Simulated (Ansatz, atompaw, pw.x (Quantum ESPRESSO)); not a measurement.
# Li (Z = 3): one change to the PAW (atompaw) potential, in the atom and in the diamond crystal

```
Element                 : lithium
Generator               : atompaw 4.2.0.5
Type                    : PAW
Functional              : PBEsol
Relativity              : scalar-relativistic
Frozen core             : [He]
Valence charge          : 1
Reference configuration : 2s1 2p0
Partial waves           : 2s (bound): rc 3.00 bohr; 2s channel at 0.15 Ry: rc 2.30 bohr; 2p (bound, empty): rc 3.00 bohr; 2p channel at 0.35 Ry: rc 3.00 bohr; 3d channel at 0.05 Ry: rc 3.00 bohr
Local potential         : bessel scheme, radius 2.95 bohr
Core correction         : smooth core density matched at 1.90 bohr
Augmentation charge     : besselshape compensation charge, radius 3.00 bohr; PAW radius 3.00 bohr; waves and projectors: custom polynom2 7 10 vanderbiltortho
```

Change: core correction smooth core density matched at 2.12 bohr.

Cutoffs, loose and tight: the cutoffs (Ry, on a coarse ladder) from which the occupation-weighted sum of valence levels, in a spherical-Bessel basis at the reference potential, stays within 10 and 1 mRy of its value at 400 Ry. They see the waves and projectors alone, not the compensation charge or the core.

Crystal test: diamond Li in pw.x 7.5, no spin, 8³ k-points, Fermi–Dirac smearing 0.01 Ry, cutoffs set for each file from its atomic test. The reference is all-electron LAPW (Ansatz 0.2.0) with the same functional, mesh and smearing; V0 and B0 come from Birch–Murnaghan fits to the pressures at five volumes. Errors are pseudo minus all-electron; Δ is the rms difference of the E(V) curves that follow from these fits, minima aligned, over ±6 % about the mean V0. Mesh and smearing are coarse, so the numbers serve the comparison and aren't converged zero-temperature values; the lattice is a test structure that the element need not adopt.

All-electron: a0 = 5.914 Å (V0 = 25.86 Å³/atom), B0 = 5.4 GPa.

Question: Does the change bring the crystal closer to the all-electron result?

Answer: The mean pressure error goes from +0.12 to +0.07 GPa, so the change moves the solid closer to the all-electron pressures. The B0 error goes the other way, from +7.0 to +9.1 %.

```tsv
quantity	base	changed
outcome (atom)	generated	generated
cutoff, loose (atom)	6 Ry	6 Ry
cutoff, tight (atom)	6 Ry	6 Ry
bound ghosts (atom)	none	none
cutoffs in pw.x (Ry)	40/400	40/400
a0 (Å)	5.953	5.939
a0 error (%)	+0.65	+0.41
B0 error (%)	+7.0	+9.1
Δ (meV/atom)	0.6	0.4
mean pressure error (GPa)	+0.12	+0.07
```

Base: The largest radius (3.00 bohr) exceeds half the bond length (2.42 bohr), so the spheres overlap, which is one possible source of error among others. This is a poor potential for the solid. Changed file: The largest radius (3.00 bohr) exceeds half the bond length (2.42 bohr), so the spheres overlap, which is one possible source of error among others. The atomic cutoffs weigh occupied waves only.
